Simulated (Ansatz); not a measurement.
Breaking a bond: BeH, doublet.

Level of theory: full CI/cc-pVDZ, frozen core (Ansatz, a quantum-chemistry and plane-wave program).

Task: Relative to R = 1.36 Å, what are the energies at R = 1.43, 1.51, 1.57, 1.66 Å?

Result: 0.031 eV at 1.43 Å, 0.126 eV at 1.51 Å, 0.227 eV at 1.57 Å, 0.411 eV at 1.66 Å.
